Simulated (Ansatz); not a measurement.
# Structure relaxation of Cr3N4

The calculation used Ansatz, DFT r2SCAN, scalar-relativistic, plane waves, PAW. Cutoff 500 eV, Γ-centred k mesh, Gaussian smearing, collinear spin, first started from parallel moments.

This is the end of a relaxation of cell and atoms.

```xyz
14
Lattice="0.0000 4.0764 4.0764 4.0764 0.0000 4.0764 4.0764 4.0764 0.0000" Properties=species:S:1:pos:R:3 pbc="T T T"
Cr    4.0764    4.0764    4.0764
Cr    6.1146    6.1146    6.1146
Cr    3.0573    1.0191    3.0573
Cr    1.0191    3.0573    3.0573
Cr    1.0191    1.0191    1.0191
Cr    3.0573    3.0573    1.0191
N     5.1247    3.0281    5.1247
N     3.0281    5.1247    5.1247
N     3.0281    3.0281    3.0281
N     5.1247    5.1247    3.0281
N     5.0663    7.1629    5.0663
N     7.1629    5.0663    5.0663
N     7.1629    7.1629    7.1629
N     5.0663    5.0663    7.1629
```

Energies over the elements count from the elements' standard structures at the same level (N₂ as a molecule), with no empirical corrections.

Task: What space group does it have?

Result: Fd-3m (No. 227). Conventional cell: a = 8.153 Å. Around Cr on Wyckoff site a (2 atoms of the primitive cell) lie 4 N at 1.82 Å; Cr on Wyckoff site d (4 atoms of the primitive cell) has 6 N at 2.01 Å; N has 1 Cr at 1.82 Å and 3 Cr at 2.01 Å.

Task: What is its formation energy per atom?

Result: -0.50 eV/atom.

Task: Is it a metal?

Result: Yes, bands cross the Fermi level on the 8×8×8 mesh.

Task: What net moment does it keep?

Result: 0.86 μB per atom, with site moments up to 2.13 μB.

The final run used a 8×8×8 mesh on its 14-atom cell and 0.10 eV smearing. For metals, differences of a few meV/atom aren't resolved. The magnetic state reached may not be the lowest.

Cost: 2 runs of about 14 core-minutes in all, on Arm Neoverse V1 (shared hosts).